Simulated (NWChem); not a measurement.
# SiH2F2 (SMILES F[SiH2]F) at 6 levels

Wanted: a comparison of 6 runs (HF/STO-3G, HF/3-21G, HF/aug-cc-pVDZ, B3LYP/6-31G*, MP2/6-31G*, MP2/aug-cc-pVDZ) of SiH2F2. 

The calculation is run with NWChem 7.3.0.

## Step 1: Starting point

SiH2F2 has 5 atoms, charge 0, and is taken as a singlet. SMILES: `F[SiH2]F`. Geometry: relaxed at PBE0-D4/def2-TZVP.

Bond lengths: F1–Si2 1.586 Å, Si2–F3 1.586 Å, Si2–H4 1.474 Å, Si2–H5 1.474 Å. Angles: F1–Si2–F3 108.0°, F1–Si2–H4 108.5°, F1–Si2–H5 108.5°, F3–Si2–H4 108.5°, F3–Si2–H5 108.5°, H4–Si2–H5 114.6°.

## Step 2: Energy and forces at HF/STO-3G (run 1)

f2h2si.xyz reads:

```xyz
5
F2H2Si hf
F     -1.079010     0.538200     0.980720
Si    -0.005220    -0.000540    -0.054090
F      1.247630    -0.520590     0.766910
H     -0.590470    -1.138740    -0.786300
H      0.427070     1.121680    -0.907250
```

run.py reads:

```python
from ase.io import read
from ase.calculators.nwchem import NWChem

system = read('f2h2si.xyz')

calc = NWChem(
    label='f2h2si',
    theory='scf',
    memory='2200 mb',
    basis='STO-3G',
    basispar='spherical bse',
    scf={'nopen': '0', 'rhf': None, 'thresh': '1e-08', 'maxiter': '80', 'print': 'low'},
)
system.calc = calc

forces = system.get_forces()
print("Total energy (eV):", round(system.get_potential_energy(), 6))
print("forces (eV/A):")
for s, f in zip(system.symbols, forces):
    print(f"{s:2s} {f[0]:10.5f} {f[1]:10.5f} {f[2]:10.5f}")
```

The run is started by

```console
$ export ASE_NWCHEM_COMMAND="nwchem PREFIX.nwi > PREFIX.nwo"
$ python run.py
```

Output:

```text
Total energy (eV): -13139.51283
forces (eV/A):
F    -0.63619    0.32638    0.74721
Si   -0.23546   -0.02489   -2.44291
F     0.76763   -0.31249    0.61794
H     0.58199    1.18281    0.47591
H    -0.47797   -1.17186    0.60184
```

The calculator wrote f2h2si.nwi:

```
title "f2h2si"

permanent_dir f2h2si

scratch_dir f2h2si

start f2h2si

geometry units angstrom nocenter noautosym noautoz
  F  -1.0790100000000000e+00 5.3820000000000001e-01 9.8072000000000004e-01
  Si -5.2199999999999998e-03 -5.4000000000000001e-04 -5.4089999999999999e-02
  F  1.2476300000000000e+00 -5.2059000000000000e-01 7.6690999999999998e-01
  H  -5.9047000000000005e-01 -1.1387400000000001e+00 -7.8630000000000000e-01
  H  4.2707000000000001e-01 1.1216800000000000e+00 -9.0725000000000000e-01
end

memory 2200 mb

basis spherical bse noprint
   * library STO-3G
end

scf
  nopen 0
  rhf
  thresh 1e-08
  maxiter 80
  print low
end

task scf gradient
```

f2h2si.nwo:

```text
Northwest Computational Chemistry Package (NWChem) 7.3.0
             --------------------------------------------------------

           Job information
           ---------------

    nwchem branch   = 7.3.0
    use scalapack   = T
    input           = f2h2si.nwi
    prefix          = f2h2si.
    data base       = f2h2si/f2h2si.db
    status          = startup
    nproc           =        1

           Memory information
           ------------------

    heap     =     72089600 doubles =      550.0 Mbytes
    stack    =     72089597 doubles =      550.0 Mbytes
    global   =    144179200 doubles =     1100.0 Mbytes (distinct from heap & stack)
    total    =    288358397 doubles =     2200.0 Mbytes
    verify   = yes
    hardfail = no

[... 37 lines left out ...]
            Nuclear Dipole moment (a.u.)
[... 64 lines left out ...]
       Final RHF  results
[... 2 lines left out ...]
         Total SCF energy =   -482.868194157305
      One-electron energy =   -913.655533371003
      Two-electron energy =    312.045399919475
 Nuclear repulsion energy =    118.741939294224

        Time for solution =      0.3s

                              NWChem Gradients Module
                              -----------------------

                         RHF ENERGY GRADIENTS

    atom               coordinates                        gradient
                 x          y          z           x          y          z
   1 F      -2.039033   1.017051   1.853292    0.012372  -0.006347  -0.014531
   2 Si     -0.009864  -0.001020  -0.102215    0.004579   0.000484   0.047507
   3 F       2.357679  -0.983772   1.449250   -0.014928   0.006077  -0.012017
   4 H      -1.115827  -2.151907  -1.485892   -0.011318  -0.023002  -0.009255
   5 H       0.807045   2.119668  -1.714454    0.009295   0.022789  -0.011704

 Task  times  cpu:        0.4s     wall:        0.4s
 Total times  cpu:        0.4s     wall:        0.4s
```

Wall time 1.3 s (1 thread of Intel Xeon 6975P-C (Granite Rapids), shared host); peak memory 0.097 GiB.

## Step 3: Energy and gradient at HF/3-21G (run 2)

job.nw reads:

```
start job
title "F2H2Si"
memory stack 880 mb heap 220 mb global 1100 mb

geometry noautosym nocenter noautoz
  F       -1.079010       0.538200       0.980720
  Si      -0.005220      -0.000540      -0.054090
  F        1.247630      -0.520590       0.766910
  H       -0.590470      -1.138740      -0.786300
  H        0.427070       1.121680      -0.907250
end

basis spherical bse
  * library 3-21G
end

scf
  thresh 1e-08
  maxiter 80
end

task scf gradient
```

The run is started by

```console
$ nwchem job.nw > job.out
```

Output:

```text
[...]
  functions       =    35
[...]
  wavefunction    = RHF
[...]
         Total SCF energy =   -486.471178263108
      One-electron energy =   -914.021054175712
      Two-electron energy =    308.807936618380
 Nuclear repulsion energy =    118.741939294224
        Time for solution =      0.3s
[...]
                         RHF ENERGY GRADIENTS
    atom               coordinates                        gradient
                 x          y          z           x          y          z
   1 F      -2.039033   1.017051   1.853292    0.017539  -0.009016  -0.020948
   2 Si     -0.009864  -0.001020  -0.102215    0.003785   0.000401   0.039284
   3 F       2.357679  -0.983772   1.449250   -0.021231   0.008627  -0.017380
   4 H      -1.115827  -2.151907  -1.485892   -0.001724  -0.003732  -0.000279
   5 H       0.807045   2.119668  -1.714454    0.001631   0.003720  -0.000677
[...]
```

Run time: 0.98 s. Hardware: 1 thread of Intel Xeon 6975P-C (Granite Rapids), shared host; peak memory 0.099 GiB.

Runs 3 to 5 aren't shown in full; the table further down has their settings and results.

## Step 4: Energy and gradient at MP2/aug-cc-pVDZ (run 6)

input.nw reads:

```
start input
title "F2H2Si"
memory stack 880 mb heap 220 mb global 1100 mb

geometry noautosym nocenter noautoz
 F    -1.079010    0.538200    0.980720
 Si   -0.005220   -0.000540   -0.054090
 F     1.247630   -0.520590    0.766910
 H    -0.590470   -1.138740   -0.786300
 H     0.427070    1.121680   -0.907250
end

basis spherical bse
 * library aug-cc-pVDZ
end

scf
 thresh 1e-08
 maxiter 80
 noprint "final vectors analysis"
end

mp2
 freeze core 7
 tight
end

task mp2 gradient
```

The run is started by

```console
$ nwchem input.nw > input.out
```

Output:

```text
[...]
  functions       =    91
[...]
  wavefunction    = RHF
[...]
         Total SCF energy =   -489.117432647852
      One-electron energy =   -917.039656608250
      Two-electron energy =    309.180284666175
 Nuclear repulsion energy =    118.741939294224
        Time for solution =     18.5s
[...]
          Total MP2 energy          -489.629895606939
[...]
                         mp2 ENERGY GRADIENTS
    atom               coordinates                        gradient
                 x          y          z           x          y          z
   1 F      -2.039033   1.017051   1.853292    0.026252  -0.013198  -0.025797
   2 Si     -0.009864  -0.001020  -0.102215    0.004315   0.000455   0.044766
   3 F       2.357679  -0.983772   1.449250   -0.030719   0.012728  -0.020557
   4 H      -1.115827  -2.151907  -1.485892    0.000434   0.000803   0.000751
   5 H       0.807045   2.119668  -1.714454   -0.000282  -0.000788   0.000837
[...]
```

Run time: 50 s. Hardware: 1 thread of Intel Xeon 6975P-C (Granite Rapids), shared host; peak memory 0.25 GiB.

## Step 5: All runs side by side

```
run                               level  Cartesian functions  iteration cap  energy (Eh)  largest force (eV/Å)  wall time
  1                           HF/STO-3G                   no             80  -482.868194                 2.454      1.3 s
  2                            HF/3-21G                   no             80  -486.471178                 2.030     0.98 s
  3                      HF/aug-cc-pVDZ                   no             80  -489.117433                 1.210       26 s
  4  B3LYP/6-31G* (Cartesian functions)                  yes            100  -490.489313                 0.619      7.8 s
  5    MP2/6-31G* (spherical functions)                   no             80  -489.498706                 0.928      7.2 s
  6                     MP2/aug-cc-pVDZ                   no             80  -489.629896                 2.313       50 s
```

## Step 6: Summary of results

| quantity | value |
| --- | --- |
| run 6: total energy | -489.62990 Eh |
| run 6: dipole moment (of the density that the program reports) | 1.57 D |
| run 6: correlation energy (7 core orbitals frozen) | -512.5 mEh |
| run 6: largest force on an atom | 2.313 eV/Å |

What this shows: Over runs 2, 3, 4, 5, 6 the dipole moment (its size) runs from 1.42 D (B3LYP/6-31G*) to 2.15 D (HF/3-21G). The two ends differ in method and basis. Over runs 2, 3, 4 the HOMO–LUMO gap runs from 10.05 eV (B3LYP/6-31G*) to 18.37 eV (HF/3-21G). In run 1 the basis is minimal, so the values are rough. All runs together took 94 s, the longest 50 s.
